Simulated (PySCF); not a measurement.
# 4-methyl-2-pentyne (SMILES CC#CC(C)C)

Geometry (Å), atoms numbered from 1 in this order:
```xyz
16

C     3.1061    0.4003    0.1938
C     1.6596    0.3166    0.0637
C     0.4539    0.2550   -0.0523
C    -1.0030    0.1553   -0.1692
C    -1.6874    0.4890    1.1588
C    -1.4223   -1.2227   -0.6874
H     3.4503    1.4461    0.1616
H     3.6125   -0.1425   -0.6198
H     3.4479   -0.0337    1.1467
H    -1.3239    0.9079   -0.9130
H    -1.3996   -0.2370    1.9348
H    -1.4045    1.4911    1.5120
H    -2.7822    0.4566    1.0471
H    -2.5148   -1.2702   -0.8159
H    -0.9496   -1.4454   -1.6547
H    -1.1254   -2.0094    0.0233
```

Theory: PySCF 2.14.0, quadratic response CAM-B3LYP/def2-TZVPD first hyperpolarisability, Taylor convention, gas phase. Geometry: PBE0-D3(BJ)/def2-SVP.

Q: Give the tensor of the second harmonic β(−2ω;ω,ω) at 1907 nm in the axes of these coordinates.

A: In au, Taylor convention; rows are the first index (the induced dipole):
|  | xx | yy | zz | xy | xz | yz |
| --- | --- | --- | --- | --- | --- | --- |
| x | +73.6 | +11.6 | +12.2 | +3.4 | +3.8 | +2.1 |
| y | +3.6 | +16.9 | +19.5 | +11.3 | +2.2 | -12.8 |
| z | +3.7 | -12.8 | -14.0 | +2.1 | +11.9 | +19.4 |

Norm of βᵢ = ⅓ Σⱼ (βᵢⱼⱼ + βⱼᵢⱼ + βⱼⱼᵢ): 107.3 au, hyper-Rayleigh value 41.1 au.
